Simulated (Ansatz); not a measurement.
**Elastic constant C33 of some elemental solids other than molecular ones, all hcp**

Method: PBEsol (Ansatz, an electronic-structure program, plane waves, PAW). References are measured values at low temperature.

Values in GPa.

```tsv
solid	reference	PBEsol	error (%)
hcp Zn	68.5¶	82.8	+21
hcp Mg	66.5¶	72.2	+8.6
hcp Ti	191	198	+3.7
hcp Os	843¶	890	+5.6
hcp Zr	172	172	0.0
hcp Y	80.1¶	85.2	+6.4
hcp Be	342¶	388	+13.5
```

Over these 7 solids the mean error is +8.4 %, the mean absolute error 8.4 % (median 6.4 %), and the worst case hcp Zn at +21 %; the value is above the reference in 6 of 7 cases.

All these references are low-temperature values that still hold zero-point motion.

Spin–orbit coupling is left out, also for the solids with elements from indium on (hcp Os); its size isn't shown.

¶ marks references of a special kind: hcp Zn, 68.5 GPa (measured, 0 K, extrapolated to 0 K; zero-point effects included; as tabulated in Galib et al. (2023), arXiv:2209.08184); hcp Mg, 66.5 GPa (measured, 0 K, extrapolated to 0 K; zero-point effects included; as tabulated in Ibrahim et al. (2023), arXiv:2305.03577); hcp Os, 843 GPa (measured, 0 K, extrapolated to 0 K (read from the set's bulk modulus against, 405 at 300 K); as tabulated in Liu et al. (2023), arXiv:2002.00005); hcp Y, 80.1 ± 0.2 GPa (measured, 0 K, extrapolated to 0 K; as tabulated in Elastic Constants of Yttrium Single Crystals in the Temperature Range 4.2-400 K); hcp Be, 342 ± 1 GPa (measured, 0 K, extrapolated to 0 K; as tabulated in Elastic Constants of Single Crystal Beryllium, J. Appl. Phys., doi …).

Differences are worked out from the printed values.

Each level is taken at its own relaxed cell. Ansatz's density-functional and Hartree–Fock values are scalar-relativistic unless marked +SOC, with PAW data made under PBE.

Ansatz's runs of these crystals have no spin polarisation.

Not in this set, of the elemental solids other than molecular ones with a reference value in our tables and a result at some level: 7 for a reference at room or unstated temperature. These can be a level's best or worst cases. Solids without a released value at any level aren't counted. Layered and molecular crystals are counted apart. The metals Ce to Yb are counted apart.

References as tabulated in Galib et al. (2023), arXiv:2209.08184; Ibrahim et al. (2023), arXiv:2305.03577; Ferrari et al. (2019), arXiv:1905.01197; Liu et al. (2023), arXiv:2002.00005 and others.
